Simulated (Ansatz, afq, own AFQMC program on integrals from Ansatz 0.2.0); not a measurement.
# SiH+ (singlet): quantum Monte Carlo beside coupled cluster, cc-pVTZ

The task here is to estimate one member of a computed series from the others.

The runs use Ansatz 0.2.0, Gaussian basis, and an in-house AFQMC program (afq) on its integrals; all values are calculated; cc-pVTZ, frozen cores.

The runs, in order: Full CI; PBE (unrestricted); CCSD(T) on RHF; r2SCAN (unrestricted); PBE0 (unrestricted); B3LYP (unrestricted); Full CI; wB97M-V (unrestricted); B2PLYP (unrestricted); CCSDT(Q) on RHF; CCSD(T) on RHF; CCSD(T) on RHF; Phaseless AFQMC, CISD trial on RHF; Phaseless AFQMC, first-order trial on RHF; UHF; CCSD(T) on UHF; CCSDT(Q) on UHF; Phaseless AFQMC, CISD trial on UHF.

1 further run of the same task is left out (it didn't finish).

### The system

The geometry is a PBE0/def2-TZVP stationary point (not a proven minimum) of the parent state, kept for this charge and spin.

2 atoms, charge 1, spin multiplicity 1.

Atoms are counted from 1 here; the program's logs count them from 0.

Bond lengths: Si1–H2 1.532 Å.

Set-up of the first run:

in.yaml

```yaml
crystal:
  periodic: [false, false, false]
  atoms:
    - {symbol: Si, position_ang: [0.000000, 0.000000, 0.000000]}
    - {symbol: H, position_ang: [0.000000, 0.000000, 1.531705]}
basis:
  gaussian: {orbitals: cc-pVTZ}
total_charge: 1
correlation: {method: fci, electrons: outside_noble_gas}
```

Run with:

```
> ansatz run in.yaml --threads 1 --pin off --events-out ev --progress --plain --max-ram 16896MiB --backend cuda --devices 0, --max-vram 18GiB
```

Steps of the session up to this table: Full CI; PBE (unrestricted); CCSD(T) on RHF; r2SCAN (unrestricted); PBE0 (unrestricted); B3LYP (unrestricted); wB97M-V (unrestricted); B2PLYP (unrestricted); CCSDT(Q) on RHF; Phaseless AFQMC, CISD trial on RHF; Phaseless AFQMC, first-order trial on RHF (settings varied); UHF; CCSD(T) on UHF; CCSDT(Q) on UHF; Phaseless AFQMC, CISD trial on UHF.

One table of the session follows, with a row left open; its other results are not shown here.

On the RHF determinant, counted from full CI (exact for this spin and basis):

```
                                                      level  from full CI (kcal/mol)
                                                         HF                   +59.25
                                                        MP2                        ?
                                                       CCSD                    +1.31
                                                    CCSD(T)                    +0.29
                                                   CCSDT(Q)                    +0.01
                                                    full CI                     0.00
      Phaseless AFQMC, CISD trial, step 0.005, 4000 walkers                    +0.10
Phaseless AFQMC, first-order trial, step 0.0025, 80 walkers                    +0.64
```

Q: Estimate the row for MP2 from the others.

**Answer.** from full CI (kcal/mol): +15.46. In the column «from full CI (kcal/mol)» it lies between CCSD (+1.31) and HF (+59.25).

Caveats from the session: On UHF the phaseless walk with the CISD trial lies +0.05 kcal/mol from CCSDT(Q), within three error bars.
